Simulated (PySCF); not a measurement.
**How the functional moves excitation energies**

C5H7F.
SMILES: `FC1=CCCC1`

Linear-response calculations in the def2-SVPD basis (PySCF; singlets by full response, triplets Tamm–Dancoff, core orbitals frozen in the response; HF means time-dependent Hartree–Fock). 'Strongest' is the level of largest summed f among the singlets computed (10 roots, of which the last may lack a degenerate partner); it can jump between rows when another state enters that window. S1 is the lowest singlet of each run and needn't be the same state throughout; f(S1) is that of one state. Geometry: PBE0-D3(BJ)/def2-SVP, one conformer, isolated molecule.

```tsv
functional	kind	S1 (eV)	f(S1)	strongest (eV)	T1 (eV)	HOMO (eV)	gap (eV)	ionisation energy, ΔSCF (eV)
LDA	LDA	5.79	0.002	6.45	4.54	-5.78	5.17	8.97
B3LYP	global hybrid, 20% exact exchange	6.18	0.001	6.83	4.34	-6.63	7.00	9.01
PBE0	global hybrid, 25% exact exchange	6.43	0.001	6.93	4.28	-6.82	7.46	8.96
BHandHLYP	global hybrid, 50% exact exchange	6.76	0.002	7.15	4.24	-7.89	9.15	8.97
CAM-B3LYP	range-separated hybrid	6.60	0.002	7.01	4.30	-8.17	9.59	9.09
wB97X-D	range-separated hybrid	6.86	0.004	7.06	4.42	-8.67	11.13	9.02
LC-wPBE	range-separated hybrid	7.19	0.277	7.19	4.18	-9.49	12.05	9.13
HF	Hartree–Fock	7.35	0.013	7.42	3.81	-9.44	12.27	not settled
```

**Question.** What does PBE (GGA) give?

**Answer.** S1 (eV) 5.75, f(S1) 0.002, strongest (eV) 6.51, T1 (eV) 4.35, HOMO (eV) -5.65, gap (eV) 5.25, ionisation energy, ΔSCF (eV) 8.80. S1 runs from 5.75 eV (PBE) to 7.35 eV (HF), a spread of 1.60 eV, while the orbital gap spreads over 7.1 eV. Along PBE (0%), B3LYP (20%), PBE0 (25%), BHandHLYP (50%), HF (100%) S1 rises with the share of exact exchange. −ε(HOMO) comes closest to its own ΔSCF ionisation energy with wB97X-D (-0.35 eV) and misses most with LDA (-3.19 eV). 'Not settled' means that the ion's SCF failed to converge or may have ended in another state than the lowest.
